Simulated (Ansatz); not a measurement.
C3H7NO can be A, `C/N=C/OC`, or B, `CC(N)C=O`.

Isolated molecules relaxed with PBE0-D4/def2-TZVP in Ansatz; ΔE leaves out vibrations. CCSD(T)/CBS adds triple-zeta CCSD(T) − MP2 to the extrapolated MP2 energy (def2 sets, frozen cores). Functionals use def2-TZVPP. B3LYP here is the variant with VWN-RPA as its local correlation; programs differ in this. Each species was taken in one conformer, which may not be the lowest.

A:

Z-matrix (Å, degrees):
```
C
N 1 1.439
H 1 1.100 2 113.8
H 1 1.093 2 109.7 3 -121.4
H 1 1.093 2 109.7 3 121.4
C 2 1.256 1 117.6 3 -0.0
O 6 1.334 2 124.1 1 180.0
H 6 1.095 2 125.5 1 -0.0
C 7 1.420 6 115.6 2 0.0
H 9 1.092 7 110.7 6 60.0
H 9 1.092 7 110.7 6 -60.1
H 9 1.088 7 105.9 6 180.0
```

B:

```xyz
12

C     1.255   -0.027   -0.278
C    -0.120    0.080    0.367
N    -0.870    1.155   -0.256
C    -0.845   -1.222    0.107
O    -0.968   -2.105    0.908
H     1.828   -0.843    0.162
H     1.812    0.902   -0.128
H     1.162   -0.196   -1.354
H    -0.002    0.176    1.455
H    -1.693    1.394    0.282
H    -0.305    1.989   -0.341
H    -1.254   -1.303   -0.924
```

(1) Which is lower in electronic energy at CCSD(T)/CBS, and by how much? (Estimate.)

(2) Give E(B) − E(A) in kcal/mol with ωB97M-V, r2SCAN-D4, PBE-D4, B3LYP, CCSD(T)/def2-TZVPP, B2PLYP, HF/def2-TZVPP. (Estimate.)

(3) Does the order hold for the free energy at 298.15 K (harmonic terms from PBE0-D4)? (An estimate is asked.)

Largest T1 diagnostic: 0.013.

## Answers

(1) Computed: B, by 9.7 kcal/mol.

(2) Computed: ωB97M-V -8.8, r2SCAN-D4 -6.8, PBE-D4 -6.7, B3LYP -6.1, CCSD(T)/def2-TZVPP -9.1, B2PLYP -7.5, HF/def2-TZVPP -8.3. None reverses the order clearly.

(3) Computed: Yes: G(B) − G(A) = -10.2 kcal/mol, for one conformer each.

At CCSD(T), def2-SVP lies +1.3 kcal/mol from the extrapolated value and def2-TZVPP +0.6 kcal/mol. From PBE to PBE0 (25 % exact exchange), in def2-TZVPP and without D4, E(B) − E(A) moves by −1.3 kcal/mol.
